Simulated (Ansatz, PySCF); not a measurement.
System: SiH₃, charge 0, multiplicity 2. SMILES: [SiH3]
Geometry: optimised at B3LYP-D3(BJ)/def2-TZVP (Ansatz, a first-principles code).

B3LYP/6-31G* beside other levels, property by property. Conventions: atomisation electronic, to ground-state atoms; valence correlation only; 6-31G* and kin with 6d, 5d where marked; dispersion terms only where a functional's name holds one; UHF or UKS for open shells; non-relativistic; each state is the SCF solution reached for its charge and spin; no spin-orbit coupling. CBS(X,Y): correlation extrapolated as X^-3; Hartree-Fock from the larger set. Ab initio and DFT rows: single points at B3LYP-D3(BJ) geometries (Ansatz), with unscaled harmonic terms from B3LYP/6-31G* at its own minima, enthalpies of formation by atomisation with measured atoms.

Measured values: CCCBDB table in ASE; G2/97 table in ASE (Curtiss et al.); they hold spin-orbit and core effects, anharmonicity. Coupled cluster (Ansatz) is a level with limits of its own, used here on species with T1 under 0.025 (0.045 for open shells) and stable references: CCSD(T)/CBS(def2-TZVPPD,def2-QZVPPD).

```csv
property,B3LYP/6-31G* (Ansatz),PBE/6-31G* (Ansatz),M06-2X/6-31G* (5d) (PySCF),PBE0/def2-TZVPD (Ansatz),to compare with
atomisation energy (kcal/mol),225.7,221.3,225.2,223.6,228.4 coupled cluster
vertical ionisation energy to the singlet (eV),8.89,8.89,8.85,8.96,8.74 measured
enthalpy of formation at 298 K (kcal/mol),47.9,52.3,48.3,50.0,47.9 measured
```

As the rows show:
- atomisation energy: B3LYP/6-31G* lies 2.7 kcal/mol below coupled cluster.
- vertical ionisation energy to the singlet: B3LYP/6-31G* lies 0.15 eV above the measured value.
- enthalpy of formation at 298 K: B3LYP/6-31G* equals the measured value.

The properties are those with a value to compare with, at most eight drawn at random. No case is left out for the size of its miss. Left out are saddle points of the reference geometry, anions that the best level run finds unbound, excited spin states, species near biochemistry, cases with under five habitual levels, runs that failed or whose electronic state is in doubt, and table entries that another table contradicts.
